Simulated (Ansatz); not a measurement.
# PSi2: the cost of one run

The runs use Ansatz 0.2.0, Gaussian basis; def2-TZVPP, core rule «outside noble gas», up to 15 orbitals frozen.

The runs, in order: UHF; ROHF; CCSD(T) on UHF.

## 1. What is computed

The geometry is a PBE0/def2-TZVP stationary point (not a proven minimum).

3 atoms, charge 0, spin multiplicity 4.

Atoms are counted from 1 here; the program's logs count them from 0.

Bond lengths: P1–Si2 2.102 Å, Si2–Si3 2.227 Å. Angles: P1–Si2–Si3 180.0°.

## 2. UHF

The input, in.yaml:

```yaml
crystal:
  periodic: [false, false, false]
  atoms:
    - {symbol: P, position_ang: [0.000000, 0.000000, -2.143900]}
    - {symbol: Si, position_ang: [0.000000, 0.000000, -0.041700]}
    - {symbol: Si, position_ang: [0.000000, 0.000000, 2.185600]}
basis:
  gaussian: {orbitals: def2-TZVPP}
magnetization: {spin_polarized: true, initial_magnetization: 3}
hamiltonian: {xc: hf}
output: {orbitals: {seedname: orbitals}}
```

On the command line:

```sh
$ ansatz run in.yaml --threads 1 --pin off --events-out ev --progress --plain --max-ram 4096MiB --backend cpu
```

Q: Estimate wall time and peak memory on 1 thread of AMD EPYC 7R13, shared host.

About 22 s, with a peak of 0.41 GiB.
